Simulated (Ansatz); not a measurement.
Reaction (SMILES): C(N)(=O)C → CC([NH-])=O + H+
B3LYP-D3(BJ)/def2-TZVP geometries, fixed; electronic energies without zero-point terms.

Basis-set convergence of the deprotonation energy at PBE with Ansatz (an electronic-structure program). Cartesian d functions, on some or all atoms, in 6-31G*, 6-31+G*; all else is spherical. Species with rotatable bonds are taken in one conformer. The proton leaves the site shown, which need not be the most acidic. No added dispersion term, no relativity. Functions are those of the species that has most. Reference: the value in aug-pcseg-3, 367.41 kcal/mol, itself unsure by roughly 0.11 kcal/mol (its mean distance from aug-cc-pVQZ, def2-QZVPPD). Deviations are taken from unrounded values.

| basis | functions | deprotonation energy (kcal/mol) |
|---|---|---|
| 6-31G* | 70 | 381.04 |
| 6-31+G* | 86 | 364.62 |
| cc-pVDZ | 81 | 380.86 |
| aug-cc-pVDZ | 137 | 365.51 |
| def2-SVP | 81 | 381.40 |
| def2-SVPD | 123 | 368.51 |
| pcseg-1 | 81 | 372.67 |
| aug-pcseg-1 | 137 | 364.65 |
| 6-311G** | 102 | 377.42 |
| 6-311+G** | 118 | 366.62 |
| def2-TZVP | 154 | 370.82 |
| def2-TZVPD | 196 | 367.40 |
| cc-pVTZ | 190 | 373.92 |
| aug-cc-pVTZ | 299 | 367.14 |
| pcseg-2 | 190 | 369.31 |
| aug-pcseg-2 | 299 | 367.28 |
| def2-TZVPP | 194 | 371.29 |
| def2-TZVPPD | 236 | 367.84 |
| cc-pVQZ | 370 | 370.63 |
| aug-cc-pVQZ | 550 | 367.39 |
| def2-QZVPP | 378 | 368.87 |
| def2-QZVPPD | 420 | 367.61 |
| pcseg-3 | 405 | 367.75 |
| aug-pcseg-3 | 585 | 367.41 |

What the diffuse functions change, pair by pair:
- 6-31G* to 6-31+G*: 16 more functions, deviation 13.62 to -2.79 kcal/mol
- cc-pVDZ to aug-cc-pVDZ: 56 more functions, deviation 13.45 to -1.91 kcal/mol
- def2-SVP to def2-SVPD: 42 more functions, deviation 13.98 to 1.09 kcal/mol
- pcseg-1 to aug-pcseg-1: 56 more functions, deviation 5.26 to -2.77 kcal/mol
- 6-311G** to 6-311+G**: 16 more functions, deviation 10.01 to -0.79 kcal/mol
- def2-TZVP to def2-TZVPD: 42 more functions, deviation 3.41 to -0.02 kcal/mol
- cc-pVTZ to aug-cc-pVTZ: 109 more functions, deviation 6.50 to -0.27 kcal/mol
- pcseg-2 to aug-pcseg-2: 109 more functions, deviation 1.90 to -0.13 kcal/mol
- def2-TZVPP to def2-TZVPPD: 42 more functions, deviation 3.87 to 0.43 kcal/mol
- cc-pVQZ to aug-cc-pVQZ: 180 more functions, deviation 3.22 to -0.02 kcal/mol
- def2-QZVPP to def2-QZVPPD: 42 more functions, deviation 1.45 to 0.19 kcal/mol
- pcseg-3 to aug-pcseg-3: 180 more functions, deviation 0.34 to 0.00 kcal/mol

Leaving out the reference's own pair, they bring the value nearer the reference by more than 0.11 kcal/mol in 11 of 11 pairs.
